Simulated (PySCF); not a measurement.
System: H2S, singlet: map of symmetric stretch and bend. Scanned: S-H bond length and H-S-H angle.

Cartesian coordinates as functions of the variables (Å; names that start with a are angles):
```
S  0  0  0
H  r*sin(a/2)  0  r*cos(a/2)
H  -r*sin(a/2)  0  r*cos(a/2)
```

Calculation: restricted B3LYP/6-31G*, spherical d (PySCF 2.14.0).

Energy in eV above the lowest grid point; x is the S-H bond length (Å), y the H-S-H angle (°).

```
y \ x    1.14   1.22   1.29   1.35   1.40   1.46   1.54   1.61   1.68   1.76   1.81
------  -----  -----  -----  -----  -----  -----  -----  -----  -----  -----  -----
180     4.509  3.500  3.161  3.149  3.281  3.560  4.067  4.585  5.134  5.705  5.979
170.26  4.401  3.381  3.029  3.003  3.117  3.368  3.816  4.243  4.658  5.103  5.368
162.33  4.167  3.125  2.749  2.696  2.784  2.996  3.384  3.767  4.161  4.612  4.892
151.41  3.689  2.612  2.201  2.117  2.178  2.360  2.720  3.098  3.507  3.990  4.295
139.86  3.094  1.991  1.560  1.461  1.514  1.693  2.062  2.460  2.898  3.421  3.752
130.15  2.609  1.495  1.058  0.958  1.014  1.200  1.587  2.006  2.468  3.022  3.373
117.96  2.105  0.984  0.546  0.450  0.512  0.710  1.117  1.559  2.047  2.632  3.004
108.70  1.841  0.715  0.275  0.180  0.245  0.448  0.867  1.321  1.822  2.424  2.806
98.44   1.697  0.560  0.114  0.016  0.079  0.283  0.706  1.166  1.674  2.286  2.675
89.39   1.717  0.565  0.107  0.000  0.058  0.256  0.673  1.130  1.638  2.249  2.639
81.01   1.870  0.697  0.222  0.102  0.150  0.337  0.741  1.188  1.687  2.291  2.676
70      2.280  1.069  0.562  0.416  0.443  0.605  0.979  1.401  1.877  2.457  2.829
```

Points that lie below all their neighbours on the grid: x = 1.35, y = 89.39 (0.000 eV).
